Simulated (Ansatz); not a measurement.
H3Si (SMILES [SiH3]) moved off its minimum; all values from Ansatz (a program for electronic structure), cores frozen in correlated methods. Open shells are unrestricted.
(charge 0, multiplicity 2)
```xyz
4

Si    -0.06531    -0.10109     0.06697
H     -0.51566     1.35576    -0.54731
H      1.26811     0.09153    -0.32334
H     -0.87953    -1.07925    -0.38538
```

Q: Give the forces (eV/Å), the total energy and the dipole at CCSD(T)/aug-cc-pV(T+d)Z.

A: 
| atom | Fx | Fy | Fz |
|---|---|---|---|
| Si1 | -0.217 | 4.882 | 0.667 |
| H2 | -0.049 | -1.700 | 0.926 |
| H3 | 1.819 | -0.726 | -0.399 |
| H4 | -1.552 | -2.456 | -1.193 |
Energy -290.7667 hartree, dipole 0.80 D.
